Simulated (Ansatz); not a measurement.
in.yaml

```yaml
crystal:
  periodic: [false, false, false]
  atoms:
    - {symbol: B, position_ang: [0.000000, -0.238428, 1.424200]}
    - {symbol: Al, position_ang: [0.000000, 0.114488, -0.600198]}
    - {symbol: H, position_ang: [0.000000, 0.437923, 2.583300]}
    - {symbol: H, position_ang: [0.000000, -0.945298, -1.792331]}
basis:
  gaussian: {orbitals: 6-31G}
magnetization: {spin_polarized: false}
correlation: {method: ccsdtq, electrons: outside_noble_gas}
```

```sh
$ ansatz run in.yaml --threads 1 --pin off --events-out ev --progress --plain --max-ram 2393MiB
```

Log:

```
562 factors; integrals over basis functions are off by at most 1.4e-7 eV
mean field evaluation 1: about -7280.1089 eV, gradient 8.9e0 eV
mean field evaluation 2: about -7280.1101 eV, gradient 8.9e0 eV
mean field evaluation 4: about -7280.7516 eV, gradient 1.3e0 eV
mean field evaluation 8: about -7280.7686 eV, gradient 3.6e-4 eV
mean field evaluation 16: about -7280.7669 eV, gradient 1.2e-1 eV
mean field evaluation 32: about -7279.1178 eV, gradient 1.1e0 eV
mean field -7280.76857054 eV, -267.5633098853 hartree, gradient 3.9e-6 eV, S^2 0.000000; 1 other end points of the search recorded, 0 dependent functions left out; unrestricted orbitals would lower it
determinant -7280.76857054 eV, -267.5633098853 hartree, with singles and doubles -7284.14260244 eV, -267.6873032705 hartree
determinant -7279.12237014 eV, -267.5028131362 hartree, with singles and doubles -7282.59798483 eV, -267.6305396204 hartree
6 core orbitals not correlated: weight in the atoms' cores, before any rotation towards them, 1.000 or more for the frozen orbitals, at most 0.000 for the correlated occupied ones
reference -7280.76857054 eV, -267.5633098853 hartree; 4, 4 occupied and 16, 16 virtual orbitals, 562 factors
second order -2.42590494 eV of doubles, -0.00000000 eV of singles
cycle   1  -2.95865041 eV  change   -5.3e-1 eV  update   1.0e-1
cycle   2  -3.41143598 eV  change   -4.5e-1 eV  update   5.8e-2
cycle   3  -3.52526787 eV  change   -1.1e-1 eV  update   2.7e-2
cycle   4  -3.52839984 eV  change   -3.1e-3 eV  update   1.1e-2
cycle   5  -3.53869293 eV  change   -1.0e-2 eV  update   5.1e-3
cycle   6  -3.53756260 eV  change    1.1e-3 eV  update   3.6e-3
cycle   7  -3.53491734 eV  change    2.6e-3 eV  update   2.7e-3
cycle   8  -3.53543834 eV  change   -5.2e-4 eV  update   2.2e-3
cycle   9  -3.53863297 eV  change   -3.2e-3 eV  update   1.4e-3
cycle  10  -3.53808723 eV  change    5.5e-4 eV  update   8.2e-4
cycle  11  -3.53824301 eV  change   -1.6e-4 eV  update   4.1e-4
cycle  12  -3.53826791 eV  change   -2.5e-5 eV  update   1.6e-4
cycle  13  -3.53821927 eV  change    4.9e-5 eV  update   9.0e-5
cycle  14  -3.53830619 eV  change   -8.7e-5 eV  update   4.0e-5
cycle  15  -3.53831186 eV  change   -5.7e-6 eV  update   1.9e-5
cycle  16  -3.53830501 eV  change    6.9e-6 eV  update   1.1e-5
cycle  17  -3.53830010 eV  change    4.9e-6 eV  update   6.3e-6
cycle  18  -3.53829473 eV  change    5.4e-6 eV  update   3.6e-6
cycle  19  -3.53829393 eV  change    8.0e-7 eV  update   2.3e-6
cycle  20  -3.53829545 eV  change   -1.5e-6 eV  update   1.4e-6
cycle  21  -3.53829633 eV  change   -8.8e-7 eV  update   9.1e-7
cycle  22  -3.53829646 eV  change   -1.3e-7 eV  update   6.3e-7
Total energy: -7284.30686701 eV, -267.6933398819 hartree
```

The T1 diagnostic is 0.028.

For the same geometry and basis full CI lies 0.4 meV lower. RHF is unstable: UHF (⟨S²⟩ = 0.77) lies 0.61 eV below the lowest RHF solution. Higher spins weren't run at this geometry and may lie near or lower.

Ran on 1 thread of INTEL XEON PLATINUM 8581C, shared host: 7.5 s wall, 0.16 GiB peak host memory.
